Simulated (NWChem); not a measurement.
Molecule: LiF; SMILES [F][Li]

```xyz
2

Li     0.0000     0.0000    -1.1599
F      0.0000     0.0000     0.3996
```
Atoms are numbered in this order, from 1.

Structure relaxed at the PBE0-D3(BJ)/def2-TZVP level.

 Unshifted, non-relativistic core excitations; the lowest 4 roots alone, so stronger bands may lie above.

Problem. List the first F K-edge excitations from BHandHLYP/def2-TZVP, restricted-window TDA (NWChem).

Solution. 
| state | energy (eV) | dipole oscillator strength | leading excitation (squared amplitude) |
|---|---|---|---|
| S1 | 680.2 | 0.0005 | 1s of atom 2 or its equivalents → LUMO (0.96) |
| S2 | 681.8 | 0.0106 | 1s of atom 2 or its equivalents → LUMO+1 (0.60) |
| S3 | 681.8 | 0.0106 | 1s of atom 2 or its equivalents → LUMO+2 (0.60) |
| S4 | 683.2 | 0.0000 | 1s of atom 2 or its equivalents → LUMO+3 (0.87) |
